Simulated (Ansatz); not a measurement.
Species: C₄H₃N₂, charge 0, multiplicity 2. It need not be the lowest isomer of its formula. SMILES: n1ccn[c]c1
Geometry: optimised at B3LYP-D3(BJ)/def2-TZVP (Ansatz, a first-principles code).

Wanted: atomisation energy (electronic, to ground-state atoms), in kcal/mol. Valence correlation only, unless marked. UHF or UKS for open shells. Spin-orbit coupling is left out. Non-relativistic. The coupled-cluster limit lacks core correlation, which all-electron functionals hold. CBS marks a two-point X^-3 extrapolation of the correlation energy; Hartree-Fock from the larger set.

The UHF reference is spin-contaminated (<S^2> 0.63 over the pure value in the largest basis). The T1 diagnostic of CCSD in the largest basis is 0.052, which is high, so the coupled-cluster rows are less sure than usual.

| level | program | atomisation energy (kcal/mol) |
|---|---|---|
| PBE-D4/def2-TZVPD | Ansatz + dftd4 | 1056.3 |
| revPBE/def2-TZVPD | Ansatz | [?] |
| B3LYP-D4/def2-TZVPD | Ansatz + dftd4 | 1003.6 |
| B3LYP/def2-TZVPD | Ansatz | 995.2 |
| PBE0-D3(BJ)/def2-TZVP | Ansatz + dftd3 | 1017.0 |
| BHLYP-D4/def2-TZVPD | Ansatz + dftd4 | 951.1 |
| BHLYP/def2-TZVPD | Ansatz | 945.3 |
| CAM-B3LYP-D3(BJ)/def2-TZVPD | Ansatz + dftd3 | 1002.2 |
| CAM-B3LYP-D4/def2-TZVPD | Ansatz + dftd4 | 1002.6 |
| SCS-MP2/cc-pVTZ | Ansatz | 945.3 |
| CCSD(T)/CBS(cc-pVTZ,cc-pVQZ) | Ansatz | 984.7 |

### Question
Some entries are withheld; supply them.

### Answer

- revPBE/def2-TZVPD, atomisation energy (kcal/mol): 1005.1
